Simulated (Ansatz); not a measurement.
Reaction (SMILES): N (NH3) → 3 H atom + N atom
B3LYP-D3(BJ)/def2-TZVP geometries, fixed; electronic energies without zero-point terms.

The atomisation energy at CCSD(T) with Ansatz (a quantum-chemistry and plane-wave program), in kcal/mol, split into its Hartree-Fock and correlation parts. Cores are frozen. Open shells are unrestricted. No added dispersion term, no relativity. Functions are those of the species that has most.

```
basis    X  functions  Hartree-Fock  CCSD(T)
-------  -  ---------  ------------  -------
cc-pVDZ  2         29        192.34   266.99
cc-pVTZ  3         72        199.32   287.97
cc-pVQZ  4        145        200.45   293.87
cc-pV5Z  5        256        200.93   295.86
```

Worked estimate of the basis-set limit from each neighbouring pair, with Hartree-Fock from the larger set and the correlation part extrapolated as X^-3.
Correlation parts: X = 2: 74.65, X = 3: 88.65, X = 4: 93.42, X = 5: 94.93.
- (2,3): (27·(88.65) - 8·(74.65))/19 = 94.54; with Hartree-Fock 199.32 the estimate is 293.86 kcal/mol.
- (3,4): (64·(93.42) - 27·(88.65))/37 = 96.90; with Hartree-Fock 200.45 the estimate is 297.35 kcal/mol.
- (4,5): (125·(94.93) - 64·(93.42))/61 = 96.51; with Hartree-Fock 200.93 the estimate is 297.44 kcal/mol.
The last two estimates differ by 0.09 kcal/mol; the largest set lies 1.58 from the last. Over the last step Hartree-Fock moves by 0.48 and the correlation part by 1.51.
